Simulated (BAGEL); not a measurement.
# C2Cl4 (tetrachloroethylene): B3LYP/6-31G(d) (density fitting with cc-pvqz-jkfit, spherical functions)

Aim: the energy change on altering one bond length of C2Cl4 (tetrachloroethylene) at B3LYP/6-31G* (density fitting with cc-pvqz-jkfit, spherical functions), from 2 runs. 

Program for the calculation: BAGEL 1.2.2.

2 further runs of the same task are left out: 2 set aside as unsound or not needed.

## 1. The molecule

The species is C2Cl4 (6 atoms), meant as a singlet with charge 0. SMILES: `ClC(Cl)=C(Cl)Cl`. The coordinates come from a PBE0-D4/def2-TZVP relaxation.

Bond lengths: Cl1–C2 1.703 Å, C2–Cl3 1.703 Å, C2–C4 1.339 Å, C4–Cl5 1.703 Å, C4–Cl6 1.703 Å. Angles: Cl1–C2–Cl3 115.6°, Cl1–C2–C4 122.2°, Cl3–C2–C4 122.2°, C2–C4–Cl5 122.2°, C2–C4–Cl6 122.2°, Cl5–C4–Cl6 115.6°.

## 2. The energy at B3LYP/6-31G(d) (density fitting with cc-pvqz-jkfit, spherical functions)

The input, dft.json:

```json
{ "bagel" : [

{
  "title" : "molecule",
  "basis" : "6-31gs.json",
  "df_basis" : "cc-pvqz-jkfit",
  "angstrom" : true,
  "geometry" : [
    { "atom" : "Cl", "xyz" : [   -0.708730,   -2.015220,    0.027250 ] },
    { "atom" : "C", "xyz" : [   -0.587310,   -0.316610,    0.054960 ] },
    { "atom" : "Cl", "xyz" : [   -2.058230,    0.523580,    0.231720 ] },
    { "atom" : "C", "xyz" : [    0.587310,    0.316610,   -0.054970 ] },
    { "atom" : "Cl", "xyz" : [    2.058230,   -0.523580,   -0.231720 ] },
    { "atom" : "Cl", "xyz" : [    0.708730,    2.015210,   -0.027250 ] }
  ]
},
{ "title" : "ks", "xc_func" : "b3lyp", "charge" : 0 },
{ "title" : "print", "file" : "orbitals.molden", "orbitals" : true }

]}
```

The basis set 6-31G* is read from a file made from the Basis Set Exchange's data (not shown).

Started as:

```console
$ BAGEL_NUM_THREADS=1 BAGEL dft.json > dft.out
```

Standard output:

```text
* using 1 threads per process

  ===============================================================
  ===============================================================

  *** Geometry ***

  { "atom" : "Cl", "xyz" : [     -1.339306,     -3.808214,      0.051495 ] },
  { "atom" : "C", "xyz" : [     -1.109855,     -0.598306,      0.103859 ] },
  { "atom" : "Cl", "xyz" : [     -3.889491,      0.989423,      0.437887 ] },
  { "atom" : "C", "xyz" : [      1.109855,      0.598306,     -0.103878 ] },
  { "atom" : "Cl", "xyz" : [      3.889491,     -0.989423,     -0.437887 ] },
  { "atom" : "Cl", "xyz" : [      1.339306,      3.808195,     -0.051495 ] },

  Number of auxiliary basis functions:      804

  Since a DF basis is specified, we compute 2- and 3-index integrals:
    o Being stored without compression. Storage requirement is 0.064 GB

  Number of basis functions:      100
  Number of electrons      :       80

    * METHOD: MOLECULE                             0.71

  *** Kohn-Sham DFT ***

    * Removing 12754 points whose weight is below 1.00e-10
    * Grid points: 76682

  === Nuclear Repulsion ===
   496.5583986193

       - DIIS with orbital gradients will be used.

  === KS iteration (b3lyp / 6-31gs.json) ===
      0      -1876.13663289          0.15209334           0.65
      1      -1882.73208707          0.11591093           0.63
      2      -1832.29756278          0.22650396           0.62
      3      -1903.84796128          0.10869482           0.61
      4      -1912.78054316          0.06776289           0.63
      5      -1916.31963639          0.02643611           0.63
      6      -1916.40036275          0.02563845           0.62
      7      -1916.90276827          0.00611427           0.61
      8      -1916.93225937          0.00053550           0.60
      9      -1916.93258302          0.00016916           0.62
     10      -1916.93260710          0.00004087           0.62
     11      -1916.93260900          0.00002425           0.63
     12      -1916.93260953          0.00000815           0.62
     13      -1916.93260959          0.00000123           0.60
     14      -1916.93260959          0.00000087           0.60
     15      -1916.93260959          0.00000011           0.63
     16      -1916.93260959          0.00000001           0.62
     17      -1916.93260959          0.00000001           0.63
    * SCF iteration converged.

    * Permanent dipole moment:
           (   -0.000004,    -0.000012,    -0.000001) a.u.

    * METHOD: KS                                  11.50

    * METHOD: PRINT                                0.02

  ===============================================================
```

Wall time 13 s (1 thread of Arm Neoverse V2, shared host); peak memory 0.46 GiB.

## 3. The distorted shape

The input, input.json:

```json
{ "bagel" : [

{
  "title" : "molecule",
  "basis" : "6-31gs.json",
  "df_basis" : "cc-pvqz-jkfit",
  "angstrom" : true,
  "geometry" : [
    { "atom" : "Cl", "xyz" : [   -0.854436,   -4.053579,   -0.006002 ] },
    { "atom" : "C", "xyz" : [   -0.587310,   -0.316610,    0.054960 ] },
    { "atom" : "Cl", "xyz" : [   -2.058230,    0.523580,    0.231720 ] },
    { "atom" : "C", "xyz" : [    0.587310,    0.316610,   -0.054970 ] },
    { "atom" : "Cl", "xyz" : [    2.058230,   -0.523580,   -0.231720 ] },
    { "atom" : "Cl", "xyz" : [    0.708730,    2.015210,   -0.027250 ] }
  ]
},
{
  "title" : "ks",
  "xc_func" : "b3lyp"
},
{
  "title" : "print",
  "file" : "orbitals.molden",
  "orbitals" : true
}

]}
```

The basis set 6-31G* is read from a file made from the Basis Set Exchange's data (not shown).

Started as:

```console
$ BAGEL_NUM_THREADS=1 BAGEL input.json > input.out
```

Standard output:

```text
* using 1 threads per process

  ===============================================================
  ===============================================================

  *** Geometry ***

  { "atom" : "Cl", "xyz" : [     -1.614650,     -7.660154,     -0.011342 ] },
  { "atom" : "C", "xyz" : [     -1.109855,     -0.598306,      0.103859 ] },
  { "atom" : "Cl", "xyz" : [     -3.889491,      0.989423,      0.437887 ] },
  { "atom" : "C", "xyz" : [      1.109855,      0.598306,     -0.103878 ] },
  { "atom" : "Cl", "xyz" : [      3.889491,     -0.989423,     -0.437887 ] },
  { "atom" : "Cl", "xyz" : [      1.339306,      3.808195,     -0.051495 ] },

  Number of auxiliary basis functions:      804

  Since a DF basis is specified, we compute 2- and 3-index integrals:
    o Being stored without compression. Storage requirement is 0.064 GB

  Number of basis functions:      100
  Number of electrons      :       80

    * METHOD: MOLECULE                             0.71

  *** Kohn-Sham DFT ***

    * Removing 11085 points whose weight is below 1.00e-10
    * Grid points: 78351

  === Nuclear Repulsion ===
   423.4932824513

       - DIIS with orbital gradients will be used.

  === KS iteration (b3lyp / 6-31gs.json) ===
      0      -1867.49049751          0.13715332           0.65
      1      -1787.50448932          0.07764853           0.64
      2      -1653.38432095          0.19699387           0.64
      3      -1883.13877261          0.11186115           0.62
      4      -1889.60386976          0.08958122           0.62
      5      -1892.74462738          0.08013597           0.64
      6      -1893.91433174          0.07537681           0.63
      7      -1789.81859156          0.09298554           0.64
      8      -1897.52324785          0.05255493           0.63
      9      -1915.59448136          0.02886927           0.63
     10      -1915.29123987          0.03171319           0.64
     11      -1916.22542791          0.01073165           0.64
     12      -1916.54144749          0.00779097           0.64
     13      -1916.20319982          0.01158677           0.63
     14      -1916.56976596          0.00747333           0.62
     15      -1916.57150440          0.00691746           0.63
     16      -1916.60673591          0.00734927           0.64
     17      -1916.74656457          0.00423426           0.64
     18      -1916.69189727          0.00625418           0.62
     19      -1916.51809088          0.01179076           0.61
     20      -1916.74828221          0.00293702           0.62
     21      -1916.74854200          0.00302471           0.65
     22      -1916.75536059          0.00236766           0.65
     23      -1916.74327911          0.00347239           0.65
     24      -1916.76093039          0.00151285           0.64
     25      -1916.75344343          0.00224734           0.62
     26      -1916.76224700          0.00097166           0.62
     27      -1916.76228594          0.00095195           0.64
     28      -1916.76274968          0.00080413           0.64
     29      -1916.76384162          0.00018881           0.64
     30      -1916.76390562          0.00008443           0.62
     31      -1916.76387743          0.00014246           0.61
     32      -1916.76391381          0.00001304           0.63
     33      -1916.76391411          0.00000138           0.63
     34      -1916.76391411          0.00000100           0.62
     35      -1916.76391411          0.00000039           0.62
     36      -1916.76391411          0.00000022           0.60
     37      -1916.76391411          0.00000012           0.61
     38      -1916.76391411          0.00000010           0.62
     39      -1916.76391411          0.00000022           0.62
     40      -1916.76391411          0.00000009           0.65
     41      -1916.76391411          0.00000008           0.64
     42      -1916.76391411          0.00000009           0.63
     43      -1916.76391411          0.00000007           0.62
     44      -1916.76391411          0.00000002           0.64
     45      -1916.76391411          0.00000001           0.65
     46      -1916.76391411          0.00000002           0.63
     47      -1916.76391411          0.00000002           0.62
     48      -1916.76391411          0.00000001           0.64
     49      -1916.76391411          0.00000001           0.64
     50      -1916.76391411          0.00000001           0.65
    * SCF iteration converged.

    * Permanent dipole moment:
           (   -0.031015,    -2.043542,    -0.045600) a.u.

    * METHOD: KS                                  32.58

    * METHOD: PRINT                                0.02

  ===============================================================
```

It took 34 s on 1 thread of Arm Neoverse V2, shared host; peak memory 0.46 GiB.

## 4. Results

At B3LYP/6-31G* (density fitting with cc-pvqz-jkfit, spherical functions):

| quantity | value |
| --- | --- |
| first shape: total energy | -1916.93261 Eh |
| first shape: dipole moment | 0.00 D |
| first shape: HOMO energy | -6.99 eV |
| first shape: LUMO energy | -0.98 eV |
| first shape: HOMO–LUMO gap | 6.01 eV |
| distorted shape: total energy | -1916.76391 Eh |
| distorted shape: dipole moment | 5.20 D |
| distorted shape: HOMO energy | -7.79 eV |
| distorted shape: LUMO energy | -6.66 eV |
| distorted shape: HOMO–LUMO gap | 1.13 eV |
| energy change with the Cl1–C2 bond stretched from 1.703 to 3.747 Å | 4.590 eV |

One bond (distorted shape) is far stretched, which a spin-restricted single reference describes badly; a broken-symmetry solution may lie lower. With the Cl1–C2 bond stretched from 1.703 to 3.747 Å the energy rises by 4.59 eV (106 kcal/mol). The first shape isn't relaxed at this level, so the change isn't measured from a minimum. A restricted reference can't describe the breaking bond well at this length.
